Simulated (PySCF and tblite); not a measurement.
Results of a calculation; reference values are marked as such.
C₂H₄ClF, numbered as in [F:1][CH2:2][CH2:3][Cl:4].

Search: ETKDG and KDG, MMFF94s, GFN2-xTB, 90 starts; geometries at PBE0-D3(BJ)/def2-SVP. Energies: PBE0-D3(BJ)/def2-TZVP, with GFN2-xTB thermal terms (modes under about 100 cm⁻¹ blended into free rotors). Symmetry numbers and mirror images are counted. Conformers within 4 kcal/mol (GFN2-xTB free energy) were kept, 5 at most. GIAO shieldings: PBE0/pcSseg-1. Shifts are against TMS (¹H), TMS (¹³C), CFCl3 (¹⁹F) at the same level. Programs: PySCF with density fitting and tblite.

Torsions listed: F1–C2–C3–Cl4. Of a mirror pair one member is shown.

```csv
conformer,shape,symmetry,E(GFN2) kcal/mol,E(DFT) kcal/mol
1,-66°,C1 (pair),1.47,0.33
2,180°,Cs,0.00,0.00
```

**Question.** How much do the weights at 298.15 K and the averaged shift of C3 depend on how the conformers are weighted?

**Answer.** 
```tsv
weighting	1 (%)	2 (%)	δ (ppm)	rms dipole (D)
DFT energy with thermal terms, symmetry and mirror images (full scheme)	55	45	47.6	1.99
DFT energy with symmetry and mirror images	53	47	47.5	1.96
bare DFT energy	36	64	46.6	1.62
GFN2-xTB energy with symmetry and mirror images	14	86	45.5	1.02
GFN2-xTB free energy	15	85	45.5	1.05
leading conformer alone	100	0	49.9	2.68
equal weights	50	50	47.3	1.90
```

The largest departure from the full scheme, 2.3 ppm, comes with: leading conformer alone.
